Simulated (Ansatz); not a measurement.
Results of the Gaussian-basis code of Ansatz.

A structure relaxed at PBE0-D4/def2-TZVP, charge 0, multiplicity 1:

Cartesian coordinates in Å:
```
C 0.271 -1.799 -0.304
S -0.304 -0.975 1.195
S 0.720 0.780 1.175
C -0.305 1.829 0.149
F -0.176 1.555 -1.193
H -0.036 -1.249 -1.191
H 1.354 -1.917 -0.283
H -0.200 -2.785 -0.301
H -1.353 1.705 0.425
H 0.029 2.856 0.328
```

Question: Give its formula and SMILES.

Answer: C2H5FS2, `CSSCF`.

Question: Summarise the bond lengths by kind.

Answer: 2 × C–S 1.790 to 1.805 Å; 5 × C–H 1.088 to 1.095 Å; 1 × S–S 2.032 Å; 1 × C–F 1.376 Å.
